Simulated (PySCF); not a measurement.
A mixed set of molecules.

All values: CAM-B3LYP/def2-SVPD (PySCF) at PBE0-D3(BJ)/def2-SVP geometries, gas phase, one conformer each. Core orbitals are frozen in the response; Δα² is half the sum of the squared differences of the principal polarisabilities.

Question: Rank by HOMO energy, lowest first.
A. `C=C(O[SiH3])C(Cl)(Cl)Cl`
B. `[C]1[C]2[Si][C]12` [singlet]
C. `C(#N)c1ccncc1`
D. `[F][Na]`

Answer: C (-9.59 eV), A (-8.93 eV), D (-8.51 eV), B (-8.16 eV).

Question: Rank by HOMO–LUMO gap, lowest first.
A. `[C]1[C]2[Si][C]12` [singlet]
B. `c1c(C#N)ccnc1`
C. `ClC(Cl)(C(=C)O[SiH3])Cl`
D. `[F][Na]`

Answer: A (5.34 eV), D (7.49 eV), B (8.38 eV), C (9.05 eV).

Question: Rank by vertical ionisation energy (ΔSCF), highest first.
A. `[SiH3][SiH2]S`
B. `[C]1[C]2[Si][C]12` [singlet]
C. `[F][Na]`
D. `c1c(ccnc1)C#N`

Answer: C (10.55 eV), D (10.22 eV), A (9.47 eV), B (9.12 eV).

All values together:

```
                 SMILES     formula  μ (D)  HOMO (eV)  LUMO (eV)  α (Å³)  Δα (Å³)  electrons  α per electron (Å³)  ΔSCF removal energy (eV)
                [F][Na]         NaF   8.07      -8.51      -1.02    1.74     0.28         20                0.087                     10.55
C=C(O[SiH3])C(Cl)(Cl)Cl  C3H5Cl3OSi   2.64      -8.93       0.12   15.89     2.50         96                0.166                      9.58
            N#Cc1ccncc1      C6H4N2   2.07      -9.59      -1.21   11.60     8.09         54                0.215                     10.22
          [SiH3][SiH2]S      H6SSi2   1.17      -8.60       0.47   12.08     3.59         50                0.242                      9.47
      [C]1[C]2[Si][C]12        C3Si   4.40      -8.16      -2.82    7.74     3.44         32                0.242                      9.12
```

Conformers: `[CH2:1]=[C:2]([O:3][SiH3:4])[C:5]([Cl:6])([Cl:7])[Cl:8]` with C1–C2–O3–Si4 3°; `[SiH3:1][SiH2:2][SH:3]` with Si1–Si2–S3–H -56°.

By how much does the ΔSCF value exceed −ε(HOMO) over the species that have both?

By 0.63 to 2.04 eV, 1.03 eV on average, over 5 species.
